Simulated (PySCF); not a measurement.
Al: ionisation energy

Al [Ne] 3s2 3p1 (2P) → Al⁺ [Ne] 3s2 (1S), as a difference of total energies. Computed with PySCF 2.14 in def2-TZVPPD (6s5p4d1f, 48 functions), with the non-relativistic Hamiltonian (point nucleus). Correlated levels: valence and next inner shell: 1s2 frozen. The calculations carry no spin-orbit coupling.

```tsv
method	ionisation energy (eV)	plus first-order spin-orbit estimate	error of that sum (eV)
UHF	5.595	5.603	-0.383
MP2 (valence and next inner shell)	5.788	5.796	-0.190
SCS-MP2 (valence and next inner shell)	5.776	5.784	-0.202
CCSD (valence and next inner shell)	5.888	5.896	-0.090
CCSD(T) (valence and next inner shell)	5.914	5.922	-0.064
```

Reference: 5.986 eV (measured; NIST Atomic Spectra Database, ionization energies).

A first-order spin-orbit estimate (lowest level to lowest level, LS coupling) adds 0.008 eV.

Errors of the correlated levels include the incompleteness of this basis and the frozen core.
